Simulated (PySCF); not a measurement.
Bond curve of NaH⁺

Set-up: Na pcseg-1, H pcseg-1; no relativity (PySCF 2.14). Energies in eV from Na⁺ + H in their ground configurations at the same level. State: ²Σ⁺ (doublet), unpaired electrons σ ↑.

All columns are TPSS. A positive dipole points towards H; it is taken about the centre of mass and depends on that origin.

| R (Å) | E (eV) | μ (D) | Mulliken charge on Na (basis-dependent) | HOMO (eV) | LUMO (eV) | Mayer bond order | ⟨S²⟩ |
| --- | --- | --- | --- | --- | --- | --- | --- |
| 2.459 | -0.021 | -0.15 | 0.94 | -13.70 | -7.34 | 0.11 | 0.75 |
| 2.573 | -0.033 | -0.18 | 0.95 | -13.47 | -7.23 | 0.10 | 0.75 |
| 2.688 | -0.040 | -0.21 | 0.95 | -13.25 | -7.15 | 0.09 | 0.75 |
| 2.773 | -0.042 | -0.24 | 0.96 | -13.09 | -7.11 | 0.08 | 0.75 |
| 2.859 | -0.042 | -0.27 | 0.96 | -12.94 | -7.07 | 0.08 | 0.75 |
| 2.945 | -0.042 | -0.30 | 0.96 | -12.80 | -7.05 | 0.07 | 0.75 |
| 3.059 | -0.039 | -0.34 | 0.97 | -12.61 | -7.07 | 0.06 | 0.75 |
| 3.202 | -0.035 | -0.40 | 0.97 | -12.39 | -7.10 | 0.05 | 0.75 |
| 3.374 | -0.030 | -0.47 | 0.98 | -12.15 | -7.12 | 0.04 | 0.75 |
| 3.602 | -0.023 | -0.55 | 0.98 | -11.86 | -7.14 | 0.03 | 0.75 |

A fit through these points gives, at Re = 2.840 Å, μ = -0.26 D and dμ/dR = -0.352 D/Å; the reduced mass is 0.9655 u.

Question: How strong is the fundamental in the double-harmonic approximation, I = 42.26·(dμ/dR)²/μred km/mol?

Answer: I = 42.26·(-0.352)²/0.9655 = 5.42 km/mol at TPSS.

The bond is weak. Basis-set superposition, not corrected here, can be much of De in a small basis, most of all at correlated wavefunction levels. For an ion De counts to the pair picked by the measured ionisation energies or electron affinities, which need not be the lowest pair at this level. The state is the lowest determinant that a PBE0 search found; another state may lie lower at other levels.
